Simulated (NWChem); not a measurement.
# dimethyl ether (C2H6O); SMILES COC

```xyz
9

C      1.1611     0.0000     0.1847
O      0.0000     0.0000    -0.5811
C     -1.1611     0.0000     0.1847
H      1.2330    -0.8952     0.8362
H      1.2330     0.8952     0.8362
H      2.0215     0.0000    -0.4996
H     -1.2330    -0.8952     0.8362
H     -2.0215     0.0000    -0.4996
H     -1.2330     0.8952     0.8362
```
Atoms are numbered in this order, from 1.

Program: NWChem. Structure relaxed at the PBE0/def2-SVP level. Level: PBE0/def2-SVP with SMD (1 M gas to 1 M solution), gas-phase geometry.

For solvent water:

```yaml
cavity-dispersion-structure term (kcal/mol): 3.4
dipole in solution (D): 1.70
```

Problem. How do the values read with solvent n-hexane instead?

Solution. 
- cavity-dispersion-structure term (kcal/mol): -0.3
- dipole in solution (D): 1.35
